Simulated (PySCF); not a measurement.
A GIAO shielding run with PySCF 2.14 (density fitting, non-relativistic, gas phase) on oxalyl dichloride (SMILES O=C(Cl)C(=O)Cl):

```
$ OMP_NUM_THREADS=1 python probes_run.py task.json out

{"job": {"kind": "nmr", "xc": "PBE0", "basis": "cc-pVTZ", "pop": true}, "charge": 0, "multiplicity": 1}
O     -0.991926     1.402743    -0.231137
C     -0.711528     0.276989    -0.013904
Cl    -1.875039    -0.977253     0.326215
C      0.735877    -0.275553     0.009414
O      1.020439    -1.392277     0.264360
Cl     1.895625     0.967522    -0.382493
```

Hardware: 1 thread of an Arm Neoverse V1, shared host. The job also computes population analyses, field gradients.

**Question.** How large is the calculation?

**Answer.** 62 electrons, 188 basis functions and 618 auxiliary functions.

**Question.** How long does it take, and how much memory does it need?

**Answer.** 13 s of wall time, with 13 SCF cycles and 5 response iterations; peak memory 1 GiB. Times on a shared host scatter by some tens of per cent.

**Question.** And these other runs on the same molecule and hardware: GIAO shielding at PBE0/IGLO-III; GIAO shielding at PBE0/aug-cc-pVDZ; GIAO shielding at PBE0/cc-pVDZ; GIAO shielding at PBE0/pcSseg-0?

**Answer.** PBE0/IGLO-III: 228 functions, 16 s; PBE0/aug-cc-pVDZ: 146 functions, 9.3 s; PBE0/cc-pVDZ: 92 functions, 5.4 s; PBE0/pcSseg-0: 62 functions, 3.3 s.
